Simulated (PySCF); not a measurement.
Coordinates in bohr (charge 1 multiplicity 1):
```
Si    0.0000    0.0000    0.0000
H     2.7818    0.0000    0.0000
H    -1.3909    2.4091    0.0000
H    -1.3909   -2.4091    0.0000
```

Method: PySCF, PBE0, basis Si def2-TZVP, H def2-TZVP (no relativity, density fitting).

This geometry of [SiH3]+ is a stationary point at this level.

**Question.** What is the point group?

**Answer.** D3h.

**Question.** Is it a minimum?

**Answer.** Yes: all harmonic wavenumbers are real.

**Question.** Which band is strongest in the infrared?

**Answer.** 934 cm⁻¹ (e'), 118 km/mol.

**Question.** What are the dipole moment and the gap between the highest occupied and lowest empty levels?

**Answer.** 0.00 D about the centre of mass and 7.47 eV.

**Question.** Give the atomic charges and bond orders.

**Answer.** 
```tsv
atom	Mulliken	Löwdin	polar tensor	Mayer order to Si1
Si1	0.53	0.93	1.22	–
H2,3,4	0.16	0.02	-0.07	0.92
```

Other isomers or separated fragments may lie lower.
